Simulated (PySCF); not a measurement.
Molecule: `C(=C(F)F)(F)F`, C2F4.

Bonds (- single, = double, # triple, : aromatic): F1-C2 1.308 Å, C2-F3 1.308 Å, C2=C4 1.329 Å, C4-F5 1.308 Å, C4-F6 1.308 Å.

Spin–spin couplings on one PBE0-D3(BJ)/def2-SVP geometry, PySCF, gas phase, non-relativistic, equivalent pairs averaged; isotopes ¹⁹F; basis pcJ-1.

Reference values (Hz): ²J(F1,F3) = 124.0 (measured; Jessen and Sauer, arXiv:2312.00705); ³J(F1,F5) = 73.3 (measured; Jessen and Sauer, arXiv:2312.00705); ³J(F1,F6) = -114.0 (measured; Jessen and Sauer, arXiv:2312.00705).

Q: How do the couplings (Hz) change with the functional? Times are CPU seconds on shared hosts with different chips, so compare them loosely.

A: 
```
functional  functions  ²J(F1,F3)  ³J(F1,F5)  ³J(F1,F6)  mean abs. error  core-s
       LDA        162        0.1     -191.4      118.5             82.2     7.1
       PBE        162        8.9     -176.7      123.2             75.9      11
       KT2        162      -18.8     -176.9      140.1             78.3      12
     B3LYP        162       45.0     -147.9      119.4             53.0      13
      PBE0        162       54.6     -143.3      121.3             48.9      14
     B97-2        162       40.8     -151.2      108.8             55.4      14
 BHandHLYP        162       86.7      -96.0      135.9             27.3      32
 CAM-B3LYP        162       54.6     -137.9      121.0             47.0      18
```

Errors compare magnitudes, without vibrational corrections, and the largest couplings weigh most in the mean. Closest: BHandHLYP; furthest: LDA. Left out for a near triplet instability: HF/pcJ-1, HF/pcJ-1.
